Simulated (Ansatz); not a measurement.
Process, species as SMILES: C=CF + 3 [H][H] (H2) → 2 C (CH4) + F (HF)
B3LYP-D3(BJ)/def2-TZVP geometries, fixed; electronic energies without zero-point terms.
Largest species:
```
C
C 1 1.3174
F 1 1.3475 2 122.16
H 2 1.0798 1 119.40 3 180.00
H 2 1.0810 4 119.01 1 180.00
H 1 1.0823 2 126.09 4 0.00
```

Basis-set convergence of the energy of full hydrogenation at MP2 with Ansatz (a program for electronic structure). Cartesian d functions, on some or all atoms, in 6-31G*, 6-31+G*; all else is spherical. Cores are frozen. No added dispersion term, no relativity. Functions are those of the species that has most. Reference: Hartree-Fock in aug-cc-pVQZ plus the correlation part extrapolated as X^-3 from aug-cc-pVTZ and aug-cc-pVQZ, -82.08 kcal/mol, itself unsure by roughly 0.12 kcal/mol (a third of the extrapolation step and of the last Hartree-Fock step).

| basis | functions | energy of full hydrogenation (kcal/mol) |
|---|---|---|
| STO-3G | 18 | -62.47 |
| 3-21G | 33 | -60.91 |
| pcseg-0 | 33 | -67.53 |
| 6-31G* | 51 | -70.05 |
| def2-SVP | 57 | ? |
| pcseg-1 | 57 | ? |
| 6-31+G* | 63 | -74.18 |
| 6-311+G** | 84 | -82.90 |
| def2-SVPD | 87 | -86.67 |
| aug-cc-pVDZ | 96 | ? |
| aug-pcseg-1 | 96 | ? |
| 6-311++G(2d,2p) | 111 | -83.92 |
| def2-TZVP | 111 | -78.05 |
| pcseg-2 | 132 | -83.01 |
| def2-TZVPP | 135 | -82.32 |
| 6-311++G(3df,3pd) | 171 | -82.52 |
| def2-QZVPP | 261 | -82.58 |
| def2-QZVPPD | 291 | -82.67 |

Q: Fill in the missing entries.

A: 
- def2-SVP, energy of full hydrogenation (kcal/mol): -81.70
- pcseg-1, energy of full hydrogenation (kcal/mol): -81.89
- aug-cc-pVDZ, energy of full hydrogenation (kcal/mol): -84.93
- aug-pcseg-1, energy of full hydrogenation (kcal/mol): -83.77
